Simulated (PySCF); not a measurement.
Neon: a sound run and one with changed settings

Sound run: Ne [Ne], Ne⁺ [He] 2s2 2p5. Calculation: PySCF 2.14, in def2-SVP (3s2p1d, 14 functions); no relativity, point nucleus. In the sound run the correlated levels freeze 1s2. The sound run starts from symmetry-adapted Hartree-Fock orbitals and uses a fine grid where one is needed.

Changed run: all electrons correlated in a basis built for the valence shell.

```csv
species,method,sound run (hartree),changed run (hartree),converged
Ne,MP2,-128.55998,-128.56186,yes
Ne,CCSD(T),-128.56476,-128.56644,yes
Ne⁺,MP2,-127.77835,-127.78007,yes
Ne⁺,CCSD(T),-127.79004,-127.79161,yes
```

Ionisation energy of Ne:

```tsv
method	sound run (eV)	changed run (eV)
UHF	19.813	19.813
MP2	21.269	21.274
SCS-MP2	21.142	21.144
CCSD	21.082	21.085
CCSD(T)	21.081	21.084
```

A valence basis has no tight correlating functions, so it recovers only part of the core correlation, and not evenly between atom and ion.

For comparison, NIST gives 21.565 eV between the lowest levels.
